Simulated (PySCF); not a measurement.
C2H4Cl2.
Atom-mapped SMILES: `[CH3:1][CH:2]([Cl:3])[Cl:4]` (hydrogens: H5, H6, H7 on C1; H8 on C2)

Level: wB97X-D/pcSseg-2 in PySCF, non-relativistic, on one gas-phase PBE0-D3(BJ)/def2-TZVP geometry that isn't relaxed in the solvent. The solvent is an IEF-PCM continuum (van der Waals radii × 1.2). Only the electrostatic response of the medium enters.

Gas phase at wB97X-D/pcSseg-2: HOMO -10.57 eV, LUMO 1.77 eV, dipole 2.19 D.

What does the continuum do to the energy, the frontier levels and the dipole at wB97X-D/pcSseg-2 in chloroform?

```csv
solvent,ε,E(solvent) − E(gas) (kcal/mol),polarisation term (kcal/mol),distortion of the solute (kcal/mol),HOMO (eV),LUMO (eV),dipole (D)
chloroform,4.711,-2.40,-2.70,0.30,-10.59,1.88,2.67
```

The polarisation term is half the interaction of the solute with the surface charges that it induces; the rest is the cost of distorting the solute's density. The sum is the electrostatic part of solvation alone.

Which radius a makes the point-dipole formula ΔE = −[(ε − 1)/(2ε + 1)]·μ²/a³ give the value in chloroform, with the gas-phase dipole?

μ = 0.860 au and |ΔE| = 0.00382 Eh give a = 2.17 Å; the farthest nucleus lies 2.09 Å from the centroid of the nuclei. The formula assumes a rigid point dipole at the centre of a sphere.

The pairwise dispersion term of wB97X-D wasn't added to the energies; at a given geometry it leaves orbitals and properties as they are.
